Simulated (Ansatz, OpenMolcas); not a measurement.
**OpenMolcas → Ansatz**

This OpenMolcas 26.06 job computes quartet Si2NH6:

coord.xyz:
```
9

N     -0.800100     0.840300    -1.401300
Si    -0.412600     0.902100     0.278900
Si     0.627800    -1.077000     0.962500
H     -1.356700     0.089900    -1.777700
H     -0.920900     1.689300    -1.930000
H      0.461600     2.102100     0.448200
H      1.938500    -1.353900     0.307200
H     -0.282400    -2.217000     0.659800
H      0.833300    -1.021900     2.435300
```

job.input:
```
>>> EXPORT MOLCAS_PRINT=2
&gateway
baslib=$CurrDir
coord=coord.xyz
basis=3-21G
group=NoSym
&seward
&scf
uhf
spin=4
thresholds=1e-10 1e-07 1e-07 1e-05
prorbitals=1 1
```

```bash
$ export MOLCAS_MEM=1860
$ pymolcas job.input > job.log
```

(Basis files named in the input come from the Basis Set Exchange and aren't shown.)

The coordinates come from a PBE0-D4/def2-TZVP relaxation. This is one conformer, not always the lowest. That shape belongs to the parent species and isn't relaxed for this state.

Without diffuse functions such a state is poorly described.

It gives a total energy of -632.176202 Eh.

Question: Translate the job to Ansatz 0.2.0 as an input file of the program's own.

Answer: This input was run:

molecule.yaml:
```yaml
crystal:
  periodic: [false, false, false]
  atoms:
    - {symbol: N, position_ang: [-0.800100, 0.840300, -1.401300]}
    - {symbol: Si, position_ang: [-0.412600, 0.902100, 0.278900]}
    - {symbol: Si, position_ang: [0.627800, -1.077000, 0.962500]}
    - {symbol: H, position_ang: [-1.356700, 0.089900, -1.777700]}
    - {symbol: H, position_ang: [-0.920900, 1.689300, -1.930000]}
    - {symbol: H, position_ang: [0.461600, 2.102100, 0.448200]}
    - {symbol: H, position_ang: [1.938500, -1.353900, 0.307200]}
    - {symbol: H, position_ang: [-0.282400, -2.217000, 0.659800]}
    - {symbol: H, position_ang: [0.833300, -1.021900, 2.435300]}
basis:
  gaussian:
    orbitals: 3-21G.json
magnetization:
  spin_polarized: true
  initial_magnetization: 3
total_charge: 0
hamiltonian:
  xc: hf
output: {orbitals: {seedname: orbitals}}
accuracy: high
```

```bash
$ ansatz run molecule.yaml --threads 1 --pin off --max-ram 3480MiB --events-out events.jsonl --progress --plain --runs-dir runs
```

(Basis files named in the input come from the Basis Set Exchange and aren't shown.)

Its energy is -632.176202 Eh, the same as the first but for the last digit, at most.
